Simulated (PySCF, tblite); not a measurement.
# C4H5N: changes of charge, part 1 of 2

Wanted: changes of charge for C4H5N (`C=CCC#N`).

Programs: tblite 0.8.0 and PySCF 2.14.0, with routines of our own; each step states its level. All values are computed. Atoms count from 0.

### 1 The starting structure

10 atoms, charge 0, multiplicity 1; geometry from: start built from the parent or by distance geometry.

### 2 Optimising the geometry with GFN2-xTB

What the job is given:

```
{"job": {"kind": "relax", "xc": "GFN2-xTB", "basis": "xTB"}, "charge": 0, "multiplicity": 1}
C     -1.598700     0.112300    -0.476300
C     -0.596500    -0.014800     0.352500
C      0.812100    -0.473200    -0.023000
C      1.792600     0.565900     0.311900
N      2.592100     1.339100     0.629500
H     -1.529300    -0.076900    -1.544100
H     -2.587800     0.446500    -0.122000
H     -0.734700     0.193200     1.437900
H      1.033700    -1.413000     0.485600
H      0.834300    -0.669700    -1.097100
```

The run is started by

```
$ OMP_NUM_THREADS=1 python redox_run.py task.json out
```

The driver reads the jobs from task.json and runs them one after another.

What it wrote:

```text
step      E/eV     max force
  0    -379.68143    1.826
  1    -379.67529    4.270
  2    -379.72734    1.556
  3    -379.74126    1.378
  4    -379.75926    0.256
  5    -379.76381    0.189
  6    -379.76769    0.107
  7    -379.76860    0.086
  8    -379.76955    0.063
  9    -379.76986    0.046
 10    -379.77008    0.043
 11    -379.77029    0.047
 12    -379.77053    0.057
 13    -379.77072    0.042
 14    -379.77088    0.034
 15    -379.77103    0.036
 16    -379.77118    0.037
 17    -379.77129    0.030
 18    -379.77134    0.017
 19    -379.77138    0.018
 20    -379.77142    0.022
 21    -379.77145    0.018
 22    -379.77146    0.011
 23    -379.77147    0.010
 24    -379.77148    0.013
 25    -379.77150    0.016
 26    -379.77151    0.012
 27    -379.77152    0.007
```

Wall time 0.18 s (1 thread of Arm Neoverse V1, shared host).

The steps of the relaxation: (the energy doesn't fall at every step)

```csv
step,energy from step 0 (eV),largest force (eV/Å)
0,0.0000,1.8256
1,0.0061,4.2702
2,-0.0459,1.5561
3,-0.0598,1.3779
4,-0.0778,0.2559
5,-0.0824,0.1890
6,-0.0863,0.1073
7,-0.0872,0.0855
8,-0.0881,0.0630
9,-0.0884,0.0464
10,-0.0887,0.0431
11,-0.0889,0.0473
12,-0.0891,0.0571
13,-0.0893,0.0418
14,-0.0894,0.0341
15,-0.0896,0.0364
16,-0.0898,0.0372
17,-0.0899,0.0303
18,-0.0899,0.0166
19,-0.0900,0.0181
20,-0.0900,0.0225
21,-0.0900,0.0185
22,-0.0900,0.0106
23,-0.0900,0.0104
24,-0.0901,0.0130
25,-0.0901,0.0158
26,-0.0901,0.0116
27,-0.0901,0.0068
```

Close pairs (by a distance rule), those that changed most:

```csv
bond,before (Å),after (Å),change (Å)
C1–H7,1.114,1.082,-0.032
C0–H6,1.103,1.076,-0.026
C1–C2,1.528,1.504,-0.025
C2–C3,1.467,1.443,-0.025
C3–N4,1.157,1.143,-0.014
C0–C1,1.307,1.318,+0.012
C0–H5,1.087,1.078,-0.008
C2–H8,1.091,1.096,+0.004
```

The final coordinates are the input of the step that follows.

### 3 Vibrational analysis with GFN2-xTB

What the job is given:

```
{"job": {"kind": "ir", "xc": "GFN2-xTB", "basis": "xTB"}, "charge": 0, "multiplicity": 1}
C     -1.592103     0.123963    -0.467281
C     -0.589037    -0.017265     0.376547
C      0.785206    -0.470845    -0.031285
C      1.766418     0.526895     0.320413
N      2.532171     1.325340     0.606488
H     -1.486472    -0.081631    -1.520450
H     -2.564834     0.447080    -0.139656
H     -0.710346     0.199519     1.429341
H      1.046124    -1.398216     0.490491
H      0.830638    -0.645530    -1.109664
```

What it wrote:

```text
mode    cm-1     km/mol
  1      65.3      2.37
  2     185.7      4.48
  3     377.5      4.87
  4     407.5      2.02
  5     489.5      6.22
  6     635.6      3.46
  7     885.5     12.69
  8     900.6     10.38
  9     931.0      4.21
 10    1008.1      8.62
 11    1019.2     16.18
 12    1082.8      6.11
 13    1158.1      8.45
 14    1246.5      6.37
 15    1291.7     11.48
 16    1404.3      6.38
 17    1416.7      5.51
 18    1716.7     16.37
 19    2414.0    215.39
 20    2936.2     11.64
 21    2968.7     10.91
 22    3069.2     22.39
 23    3099.1     23.68
 24    3133.9     36.35
ZPE 202.429  H(298)-E 219.463  G(298)-E 127.878 kJ/mol  S 307.18 J/(mol K)
```

Wall time 0.18 s (1 thread of Arm Neoverse V1, shared host).

The strongest bands and the atoms that carry them (share of the mass-weighted mode):

```csv
cm⁻¹,km/mol,atoms
886,12.7,"C2 20 %, H9 17 %, H8 16 %, H5 12 %"
1019,16.2,"H7 49 %, H5 41 %"
1717,16.4,"C1 50 %, C0 42 %"
2414,215.4,"C3 60 %, N4 39 %"
2936,11.6,H8 92 %
3069,22.4,H7 90 %
3099,23.7,"H5 77 %, H6 17 %"
3134,36.4,"H6 75 %, H5 14 %"
```

### 4 Relaxing the molecule at PBE0-D3(BJ)/def2-SVP

The job, as its differences from that of step 3:

```diff
@@ -1,2 +1,2 @@
-{"job": {"kind": "ir", "xc": "GFN2-xTB", "basis": "xTB"}, "charge": 0, "multiplicity": 1}
+{"job": {"xc": "PBE0", "basis": "def2-SVP", "d3": "d3bj", "grid": 1, "kind": "geom"}, "charge": 0, "multiplicity": 1}
 C     -1.592103     0.123963    -0.467281
```

What it wrote:

```text
step   0  E = -209.73459151  max force = 0.026005
step   1  E = -209.73638821  max force = 0.002459
step   2  E = -209.73641061  max force = 0.000420
step   3  E = -209.73641449  max force = 0.000306
optimisation converged
```

Run time: 10 s. Hardware: 1 thread of Arm Neoverse V1, shared host; peak memory 0.38 GiB.

Relaxation path:

```csv
step,energy from step 0 (eV),largest force component (eV/Å)
0,0.0000,1.3372
1,-0.0489,0.1264
2,-0.0495,0.0216
3,-0.0496,0.0157
```

Close pairs (by a distance rule), those that changed most:

```csv
bond,before (Å),after (Å),change (Å)
C2–C3,1.443,1.461,+0.018
C0–H6,1.076,1.093,+0.017
C0–H5,1.078,1.095,+0.016
C3–N4,1.143,1.157,+0.014
C1–H7,1.082,1.095,+0.014
C0–C1,1.318,1.331,+0.013
C2–H8,1.096,1.104,+0.009
C2–H9,1.093,1.101,+0.008
```

The next job starts from the end point, and lists it.

```csv
at the end point,value
point group (found at 0.08 Å tolerance),C1
"rotational constants (GHz, main isotopes)","19.404, 2.624, 2.505"
dipole moment (D),3.81
```

### 5 Harmonic vibrations (C₄H₅N): PBE0-D3(BJ)/def2-SVP

What the job is given:

```
{"job": {"xc": "PBE0", "basis": "def2-SVP", "d3": "d3bj", "grid": 2, "kind": "hessian"}, "charge": 0, "multiplicity": 1}
C     -1.613509     0.105946    -0.485665
C     -0.600242    -0.009768     0.369991
C      0.785854    -0.445126    -0.022368
C      1.805609     0.536728     0.339909
N      2.600078     1.322355     0.640102
H     -1.490929    -0.099694    -1.553782
H     -2.606270     0.412377    -0.147633
H     -0.749045     0.213113     1.432145
H      1.046446    -1.394063     0.478802
H      0.844566    -0.630816    -1.106479
```

What it wrote:

```text
coarse grid: 8512 points
cycle   1  E = -209.6551636738  dE =  4.713e-01  |g| = 4.467e-01  |ddm| = 3.357e+00
cycle   2  E = -209.4921346937  dE =  1.630e-01  |g| = 9.650e-01  |ddm| = 1.147e+00
cycle   3  E = -209.7050651998  dE = -2.129e-01  |g| = 9.723e-02  |ddm| = 7.535e-01
cycle   4  E = -209.7074191125  dE = -2.354e-03  |g| = 2.760e-02  |ddm| = 1.157e-01
cycle   5  E = -209.7076064282  dE = -1.873e-04  |g| = 5.643e-03  |ddm| = 3.146e-02
cycle   6  E = -209.7076148832  dE = -8.455e-06  |g| = 1.162e-03  |ddm| = 7.540e-03
final grid: 82688 points
cycle   7  E = -209.7363938031  dE = -1.608e-05  |g| = 5.516e-03  |ddm| = 2.247e-02
cycle   8  E = -209.7363915829  dE =  2.220e-06  |g| = 6.293e-03  |ddm| = 1.152e-02
cycle   9  E = -209.7364018977  dE = -1.031e-05  |g| = 1.332e-03  |ddm| = 6.435e-03
cycle  10  E = -209.7364023435  dE = -4.459e-07  |g| = 2.438e-04  |ddm| = 1.238e-03
cycle  11  E = -209.7364023532  dE = -9.626e-09  |g| = 1.360e-04  |ddm| = 2.595e-04
cycle  12  E = -209.7364023571  dE = -3.906e-09  |g| = 3.139e-05  |ddm| = 1.133e-04
cycle  13  E = -209.7364023573  dE = -2.448e-10  |g| = 3.360e-06  |ddm| = 3.877e-05
cycle  14  E = -209.7364023573  dE = -3.752e-12  |g| = 5.981e-07  |ddm| = 6.233e-06
converged SCF energy = -209.7364023573

mode    cm-1
  1      84.9
  2     194.8
  3     379.1
  4     406.5
  5     506.1
  6     652.0
  7     892.5
  8     931.5
  9     962.2
 10     994.9
 11    1027.2
 12    1126.4
 13    1229.1
 14    1295.2
 15    1319.4
 16    1419.9
 17    1430.9
 18    1747.8
 19    2414.1
 20    3061.4
 21    3127.7
 22    3164.6
 23    3193.1
 24    3270.6
ZPE 208.341  H(298)-E 225.111  G(298)-E 133.942 kJ/mol  S 305.78 J/(mol K)
```

It took 95 s on 1 thread of Arm Neoverse V1, shared host; peak memory 1.4 GiB.

Zero-point energy 208.34 kJ/mol (xTB gave 202.43).

### 6 Single point (C₄H₅N): wB97X-D3(BJ)/ma-def2-TZVP

Geometry: PBE0-D3(BJ)/def2-SVP.

The job, as its differences from that of step 5:

```diff
@@ -1,2 +1,2 @@
-{"job": {"xc": "PBE0", "basis": "def2-SVP", "d3": "d3bj", "grid": 2, "kind": "hessian"}, "charge": 0, "multiplicity": 1}
+{"job": {"kind": "sp", "xc": "wB97X", "basis": "ma-def2-TZVP", "d3": "d3bj", "grid": 2}, "charge": 0, "multiplicity": 1}
 C     -1.613509     0.105946    -0.485665
```

What it wrote:

```text
coarse grid: 8512 points
cycle   1  E = -210.2530914469  dE =  6.498e-01  |g| = 5.252e-01  |ddm| = 2.372e+00
cycle   2  E = -210.1936529166  dE =  5.944e-02  |g| = 8.101e-01  |ddm| = 9.418e-01
cycle   3  E = -210.3271316805  dE = -1.335e-01  |g| = 3.790e-02  |ddm| = 4.600e-01
cycle   4  E = -210.3276249133  dE = -4.932e-04  |g| = 1.817e-02  |ddm| = 1.005e-01
cycle   5  E = -210.3277116131  dE = -8.670e-05  |g| = 4.555e-03  |ddm| = 2.902e-02
cycle   6  E = -210.3277186213  dE = -7.008e-06  |g| = 1.400e-03  |ddm| = 1.473e-02
final grid: 82688 points
cycle   7  E = -210.3120409302  dE = -3.313e-05  |g| = 2.404e-03  |ddm| = 7.158e-02
cycle   8  E = -210.3120414683  dE = -5.381e-07  |g| = 2.076e-03  |ddm| = 5.590e-03
cycle   9  E = -210.3120423066  dE = -8.382e-07  |g| = 5.937e-04  |ddm| = 1.508e-03
cycle  10  E = -210.3120423698  dE = -6.327e-08  |g| = 2.693e-04  |ddm| = 5.269e-04
cycle  11  E = -210.3120423854  dE = -1.558e-08  |g| = 4.826e-05  |ddm| = 2.728e-04
cycle  12  E = -210.3120423861  dE = -6.498e-10  |g| = 1.700e-05  |ddm| = 6.405e-05
converged SCF energy = -210.3120423861
```

Wall time 8 s (1 thread of Arm Neoverse V1, shared host); peak memory 0.67 GiB.

### 7 Single point (C4H5N+ (doublet)): wB97X-D3(BJ)/ma-def2-TZVP

Geometry: PBE0-D3(BJ)/def2-SVP, that of another charge or spin state.

The job, as its differences from that of step 6:

```diff
@@ -1,2 +1,2 @@
-{"job": {"kind": "sp", "xc": "wB97X", "basis": "ma-def2-TZVP", "d3": "d3bj", "grid": 2}, "charge": 0, "multiplicity": 1}
+{"job": {"kind": "sp", "xc": "wB97X", "basis": "ma-def2-TZVP", "d3": "d3bj", "grid": 2}, "charge": 1, "multiplicity": 2}
 C     -1.613509     0.105946    -0.485665
```

What it wrote:

```text
final grid: 82688 points
cycle   1  E = -209.8964371488  dE = -2.822e-02  |g| = 2.161e-01  |ddm| = 4.484e-01
cycle   2  E = -209.9014472121  dE = -5.010e-03  |g| = 2.042e-01  |ddm| = 3.077e-01
cycle   3  E = -209.9189277243  dE = -1.748e-02  |g| = 5.360e-02  |ddm| = 1.385e-01
cycle   4  E = -209.9201438263  dE = -1.216e-03  |g| = 8.328e-03  |ddm| = 3.533e-02
cycle   5  E = -209.9203161501  dE = -1.723e-04  |g| = 4.808e-03  |ddm| = 1.978e-02
cycle   6  E = -209.9204022198  dE = -8.607e-05  |g| = 2.318e-03  |ddm| = 1.392e-02
cycle   7  E = -209.9204469540  dE = -4.473e-05  |g| = 1.366e-03  |ddm| = 1.223e-02
cycle   8  E = -209.9204623508  dE = -1.540e-05  |g| = 7.402e-04  |ddm| = 8.677e-03
cycle   9  E = -209.9204660660  dE = -3.715e-06  |g| = 3.495e-04  |ddm| = 4.029e-03
cycle  10  E = -209.9204669978  dE = -9.317e-07  |g| = 1.704e-04  |ddm| = 2.184e-03
cycle  11  E = -209.9204671323  dE = -1.345e-07  |g| = 1.016e-04  |ddm| = 6.590e-04
cycle  12  E = -209.9204671749  dE = -4.264e-08  |g| = 6.232e-05  |ddm| = 4.242e-04
cycle  13  E = -209.9204671945  dE = -1.952e-08  |g| = 3.325e-05  |ddm| = 2.289e-04
cycle  14  E = -209.9204672009  dE = -6.406e-09  |g| = 1.589e-05  |ddm| = 1.607e-04
converged SCF energy = -209.9204672009
```

Run time: 19 s. Hardware: 1 thread of Arm Neoverse V1, shared host; peak memory 0.76 GiB.

### 8 Relaxing the molecule with GFN2-xTB

This step treats C₄H₅N+ (doublet), labelled `[CH2][CH+]CC#N` (the label fixes atoms and charge, not where charge and spin sit).

What the job is given:

```
{"job": {"kind": "relax", "xc": "GFN2-xTB", "basis": "xTB"}, "charge": 1, "multiplicity": 2}
C     -1.597300     0.099800    -0.490900
C     -0.611000    -0.001100     0.347000
C      0.803300    -0.452700    -0.019200
C      1.803100     0.551300     0.319300
N      2.596900     1.318500     0.651400
H     -1.501900    -0.101400    -1.562600
H     -2.605800     0.418200    -0.158600
H     -0.737600     0.222100     1.437200
H      1.055500    -1.400900     0.477600
H      0.835200    -0.633500    -1.101200
```

What it wrote:

```text
step      E/eV     max force
  0    -364.91867    3.991
  1    -364.99805    5.562
  2    -365.01473    3.957
  3    -365.11413    1.214
  4    -365.13753    0.693
  5    -365.14620    0.429
  6    -365.15952    0.105
  7    -365.16032    0.095
  8    -365.16204    0.091
  9    -365.16274    0.096
 10    -365.16398    0.108
 11    -365.16553    0.130
 12    -365.16807    0.166
 13    -365.17134    0.203
 14    -365.17577    0.256
 15    -365.18088    0.267
 16    -365.18621    0.203
 17    -365.19048    0.160
 18    -365.19251    0.136
 19    -365.19358    0.107
 20    -365.19464    0.118
 21    -365.19566    0.107
 22    -365.19638    0.067
 23    -365.19673    0.051
 24    -365.19699    0.058
 25    -365.19740    0.062
 26    -365.19773    0.050
 27    -365.19792    0.035
 28    -365.19805    0.040
 29    -365.19821    0.045
 30    -365.19839    0.050
 31    -365.19854    0.040
 32    -365.19864    0.031
 33    -365.19872    0.031
 34    -365.19881    0.033
 35    -365.19890    0.028
 36    -365.19898    0.030
 37    -365.19905    0.031
 38    -365.19914    0.036
 39    -365.19925    0.036
 40    -365.19935    0.025
 41    -365.19942    0.027
 42    -365.19947    0.026
 43    -365.19954    0.025
 44    -365.19964    0.033
 45    -365.19975    0.037
 46    -365.19985    0.034
 47    -365.19996    0.037
 48    -365.20010    0.049
 49    -365.20033    0.052
 50    -365.20062    0.056
 51    -365.20090    0.052
 52    -365.20110    0.036
 53    -365.20121    0.033
 54    -365.20129    0.030
 55    -365.20137    0.023
 56    -365.20144    0.025
 57    -365.20151    0.027
 58    -365.20163    0.037
 59    -365.20184    0.050
 60    -365.20209    0.041
 61    -365.20227    0.030
 62    -365.20235    0.021
 63    -365.20239    0.017
 64    -365.20242    0.021
 65    -365.20246    0.012
 66    -365.20248    0.017
 67    -365.20249    0.007
```

Run time: 0.25 s. Hardware: 1 thread of Arm Neoverse V1, shared host.

Step by step: (not every step is listed)

```csv
step,energy from step 0 (eV),largest force (eV/Å)
0,0.0000,3.9906
1,-0.0794,5.5623
2,-0.0961,3.9570
3,-0.1955,1.2135
4,-0.2189,0.6934
5,-0.2275,0.4285
6,-0.2408,0.1045
7,-0.2416,0.0953
8,-0.2434,0.0910
13,-0.2527,0.2031
18,-0.2738,0.1356
23,-0.2781,0.0510
28,-0.2794,0.0403
33,-0.2800,0.0307
38,-0.2805,0.0360
43,-0.2809,0.0251
48,-0.2814,0.0492
53,-0.2825,0.0326
58,-0.2830,0.0372
62,-0.2837,0.0215
63,-0.2837,0.0175
64,-0.2837,0.0210
65,-0.2838,0.0119
66,-0.2838,0.0165
67,-0.2838,0.0071
```

Distances of close pairs at the start and the end, largest changes first:

```csv
bond,before (Å),after (Å),change (Å)
C1–C2,1.529,1.481,-0.049
C0–C1,1.298,1.345,+0.047
C1–H7,1.120,1.089,-0.031
C0–H6,1.109,1.084,-0.025
C3–N4,1.153,1.136,-0.017
C0–H5,1.095,1.085,-0.010
C2–C3,1.457,1.449,-0.008
C2–H8,1.100,1.102,+0.003
```

The next job starts from the end point, and lists it.

### 9 Harmonic vibrations with GFN2-xTB

What the job is given:

```
{"job": {"kind": "ir", "xc": "GFN2-xTB", "basis": "xTB"}, "charge": 1, "multiplicity": 2}
C     -1.582039     0.165512    -0.505533
C     -0.584065    -0.035691     0.373930
C      0.773816    -0.500834     0.010761
C      1.743060     0.536013     0.303759
N      2.530286     1.341252     0.452043
H     -1.418441     0.277878    -1.571817
H     -2.616894     0.223447    -0.188004
H     -0.751404     0.145109     1.434769
H      1.087992    -1.352949     0.635620
H      0.858011    -0.779378    -1.045562
```

What it wrote:

```text
mode    cm-1     km/mol
  1      61.3      1.71
  2     200.8      2.94
  3     344.1     10.27
  4     364.9     20.68
  5     437.7      7.54
  6     532.1    123.70
  7     820.1     57.34
  8     832.4    112.16
  9     895.5     31.39
 10     902.2     11.19
 11     962.8      9.67
 12    1020.0      9.74
 13    1113.2     22.26
 14    1184.0     11.18
 15    1217.8     15.04
 16    1300.5     67.37
 17    1333.6     48.95
 18    1450.6     23.06
 19    2416.0     89.61
 20    2867.5     78.30
 21    2954.6      6.25
 22    2979.6     39.09
 23    3024.4    158.79
 24    3045.8     58.61
ZPE 192.967  H(298)-E 210.684  G(298)-E 116.345 kJ/mol  S 316.42 J/(mol K)
```

Run time: 0.2 s. Hardware: 1 thread of Arm Neoverse V1, shared host.

The strongest bands and the atoms that carry them (share of the mass-weighted mode):

```csv
cm⁻¹,km/mol,atoms
532,123.7,"H6 42 %, C1 23 %, H5 19 %"
820,57.3,"H8 27 %, C2 23 %, H9 17 %, H5 11 %"
832,112.2,"H7 43 %, H6 17 %, H5 16 %"
1300,67.4,"H6 33 %, H5 31 %, H9 13 %, H8 13 %"
2416,89.6,"C3 59 %, N4 41 %"
2868,78.3,H8 93 %
3024,158.8,"H5 56 %, H6 39 %"
3046,58.6,"H6 54 %, H5 35 %"
```

### 10 Optimising the geometry at PBE0-D3(BJ)/def2-SVP

This step treats C4H5N+ (doublet), labelled `[CH2][CH+]CC#N` (the label fixes atoms and charge, not where charge and spin sit).

The job, as its differences from that of step 9:

```diff
@@ -1,2 +1,2 @@
-{"job": {"kind": "ir", "xc": "GFN2-xTB", "basis": "xTB"}, "charge": 1, "multiplicity": 2}
+{"job": {"xc": "PBE0", "basis": "def2-SVP", "d3": "d3bj", "grid": 1, "kind": "geom"}, "charge": 1, "multiplicity": 2}
 C     -1.582039     0.165512    -0.505533
```

What it wrote:

```text
step   0  E = -209.35282388  max force = 0.044737
step   1  E = -209.35878463  max force = 0.006901
step   2  E = -209.35920628  max force = 0.002286
step   3  E = -209.35973148  max force = 0.003290
step   4  E = -209.36030269  max force = 0.015347
step   5  E = -209.36117319  max force = 0.007067
step   6  E = -209.36190928  max force = 0.004486
step   7  E = -209.36191545  max force = 0.003534
step   8  E = -209.36248962  max force = 0.001162
step   9  E = -209.36250965  max force = 0.000388
step  10  E = -209.36251567  max force = 0.000162
optimisation converged
```

It took 49 s on 1 thread of Arm Neoverse V1, shared host; peak memory 0.4 GiB.

Step by step:

```csv
step,energy from step 0 (eV),largest force component (eV/Å)
0,0.0000,2.3005
1,-0.1622,0.3549
2,-0.1737,0.1176
3,-0.1880,0.1692
4,-0.2035,0.7892
5,-0.2272,0.3634
6,-0.2472,0.2307
7,-0.2474,0.1817
8,-0.2630,0.0598
9,-0.2636,0.0200
10,-0.2637,0.0083
```

Distances of close pairs at the start and the end, largest changes first:

```csv
bond,before (Å),after (Å),change (Å)
C0–C1,1.345,1.395,+0.050
C3–N4,1.136,1.169,+0.033
C1–C2,1.481,1.495,+0.014
C0–H5,1.085,1.097,+0.012
C0–H6,1.084,1.096,+0.012
C1–H7,1.089,1.099,+0.009
C2–C3,1.449,1.455,+0.006
C2–H9,1.096,1.100,+0.005
```

The end geometry stands in the next job.

```csv
at the end point,value
point group (found at 0.08 Å tolerance),C1
"rotational constants (GHz, main isotopes)","10.127, 4.117, 3.303"
⟨S²⟩,0.764
```

### 11 Harmonic vibrations (C4H5N+ (doublet), [CH2][CH+]CC#N): PBE0-D3(BJ)/def2-SVP

What the job is given:

```
{"job": {"xc": "PBE0", "basis": "def2-SVP", "d3": "d3bj", "grid": 2, "kind": "hessian"}, "charge": 1, "multiplicity": 2}
C     -1.346660     0.555096    -0.413991
C     -0.480137    -0.099863     0.461144
C      0.711922    -0.877952     0.004740
C      1.513260     0.336395     0.027573
N      2.003185     1.396564     0.085286
H     -1.134889     0.625337    -1.488146
H     -2.274692     1.002367    -0.038815
H     -0.620476     0.013907     1.544726
H      1.064656    -1.622488     0.732881
H      0.640539    -1.302936    -1.007800
```

What it wrote:

```text
coarse grid: 8512 points
cycle   1  E = -209.2630565696  dE =  8.205e-01  |g| = 3.388e-01  |ddm| = 2.367e+00
cycle   2  E = -208.5264855092  dE =  7.366e-01  |g| = 1.144e+00  |ddm| = 1.323e+00
cycle   3  E = -209.3272671768  dE = -8.008e-01  |g| = 9.081e-02  |ddm| = 1.137e+00
cycle   4  E = -209.3321396936  dE = -4.873e-03  |g| = 5.090e-02  |ddm| = 1.698e-01
cycle   5  E = -209.3336405318  dE = -1.501e-03  |g| = 1.221e-02  |ddm| = 6.971e-02
cycle   6  E = -209.3337766007  dE = -1.361e-04  |g| = 8.346e-03  |ddm| = 2.382e-02
cycle   7  E = -209.3338511155  dE = -7.451e-05  |g| = 3.163e-03  |ddm| = 1.534e-02
cycle   8  E = -209.3338727944  dE = -2.168e-05  |g| = 1.942e-03  |ddm| = 1.045e-02
cycle   9  E = -209.3338781853  dE = -5.391e-06  |g| = 8.238e-04  |ddm| = 4.664e-03
final grid: 82688 points
cycle  10  E = -209.3625333232  dE = -1.881e-05  |g| = 3.337e-03  |ddm| = 1.323e-02
cycle  11  E = -209.3625345123  dE = -1.189e-06  |g| = 3.309e-03  |ddm| = 6.641e-03
cycle  12  E = -209.3625393988  dE = -4.887e-06  |g| = 1.416e-03  |ddm| = 3.397e-03
cycle  13  E = -209.3625404193  dE = -1.020e-06  |g| = 3.047e-04  |ddm| = 1.211e-03
cycle  14  E = -209.3625406057  dE = -1.864e-07  |g| = 1.940e-04  |ddm| = 7.198e-04
cycle  15  E = -209.3625407116  dE = -1.059e-07  |g| = 8.326e-05  |ddm| = 8.249e-04
cycle  16  E = -209.3625407244  dE = -1.280e-08  |g| = 3.656e-05  |ddm| = 2.520e-04
cycle  17  E = -209.3625407266  dE = -2.188e-09  |g| = 2.124e-05  |ddm| = 1.240e-04
cycle  18  E = -209.3625407270  dE = -3.856e-10  |g| = 7.504e-06  |ddm| = 3.318e-05
cycle  19  E = -209.3625407271  dE = -1.058e-10  |g| = 2.676e-06  |ddm| = 2.382e-05
cycle  20  E = -209.3625407271  dE = -1.080e-11  |g| = 1.616e-06  |ddm| = 6.609e-06
converged SCF energy = -209.3625407271

mode    cm-1
  1     115.9
  2     187.3
  3     351.9
  4     381.6
  5     416.0
  6     496.0
  7     875.3
  8     907.7
  9     917.7
 10     993.2
 11    1004.8
 12    1084.5
 13    1182.1
 14    1228.6
 15    1285.4
 16    1395.6
 17    1437.2
 18    1525.5
 19    2256.5
 20    3104.2
 21    3154.9
 22    3187.2
 23    3197.6
 24    3280.5
ZPE 203.168  H(298)-E 220.487  G(298)-E 126.868 kJ/mol  S 314.00 J/(mol K)
```

Run time: 3.3 min. Hardware: 1 thread of Arm Neoverse V1, shared host; peak memory 1.6 GiB.

Zero-point energy 203.17 kJ/mol (xTB gave 192.97).

(Continued in part 2 of 2.)
